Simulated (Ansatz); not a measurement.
Ansatz (a first-principles code) input (CCSD(T)/aug-cc-pVDZ):

Ansatz 0.2 input:
```yaml
crystal:
  periodic: [false, false, false]
  atoms:
    - {symbol: C, position_ang: [0.00000000, -0.00000000, 0.00000000]}
    - {symbol: H, position_ang: [-0.00996657, 1.09156801, -0.02069198]}
    - {symbol: H, position_ang: [0.95018374, -0.53760457, -0.01343118]}
    - {symbol: H, position_ang: [-0.94021717, -0.55396344, 0.03412316]}
basis:
  gaussian:
    orbitals: aug-cc-pVDZ
total_charge: 1
magnetization: {spin_polarized: false}
correlation: {method: ccsd_t, electrons: outside_noble_gas}
output: {forces: true}
```

Output:

```
Functional definition: HF
integrals: 0.02 GiB planned
489 factors; integrals over basis functions are off by at most 1.1e-3 eV
mean field: 0.07 GiB planned
mean field evaluation 1: about -1067.0506 eV, gradient 1.5e1 eV
mean field evaluation 2: about -1067.0504 eV, gradient 1.5e1 eV
mean field evaluation 4: about -1067.6760 eV, gradient 7.1e-1 eV
mean field evaluation 8: about -1067.6781 eV, gradient 2.9e-6 eV
mean field -1067.67812427 eV, -39.2364473686 hartree, gradient 2.8e-6 eV, S^2 0.000000; 0 other end points of the search recorded, 0 dependent functions left out
1 core orbitals not correlated
reference -1067.67812427 eV, -39.2364473686 hartree; 3, 3 occupied and 46, 46 virtual orbitals, 489 factors
densities: 0.10 GiB planned
second order -2.95651029 eV of doubles, -0.00000000 eV of singles
coupled cluster: 0.09 GiB planned
cycle   1  -3.43995783 eV  change   -4.8e-1 eV  update   4.0e-2
cycle   2  -3.59606193 eV  change   -1.6e-1 eV  update   1.3e-2
cycle   3  -3.59896776 eV  change   -2.9e-3 eV  update   2.0e-3
cycle   4  -3.59904526 eV  change   -7.7e-5 eV  update   3.4e-4
cycle   5  -3.59902094 eV  change    2.4e-5 eV  update   9.0e-5
cycle   6  -3.59901980 eV  change    1.1e-6 eV  update   2.2e-5
cycle   7  -3.59902523 eV  change   -5.4e-6 eV  update   7.4e-6
cycle   8  -3.59902537 eV  change   -1.4e-7 eV  update   2.8e-6
perturbative correction -0.05523885 eV, -0.0020299902 hartree
the calculation of the forces begins
mean field evaluation 16: about -1067.6784 eV, gradient 5.5e-3 eV
Total energy: -1071.33238849 eV, -39.3707391017 hartree
Atom 0 at     0.000000    -0.000000     0.000000 Å, force    -0.000000     0.000001    -0.000000 eV/Å
Atom 1 at    -0.009967     1.091568    -0.020692 Å, force    -0.003773     0.413195    -0.007833 eV/Å
Atom 2 at     0.950184    -0.537605    -0.013431 Å, force     0.359677    -0.203502    -0.005084 eV/Å
Atom 3 at    -0.940217    -0.553963     0.034123 Å, force    -0.355904    -0.209694     0.012917 eV/Å
Dipole moment:    -0.000000     0.000000    -0.000000 e Å
```
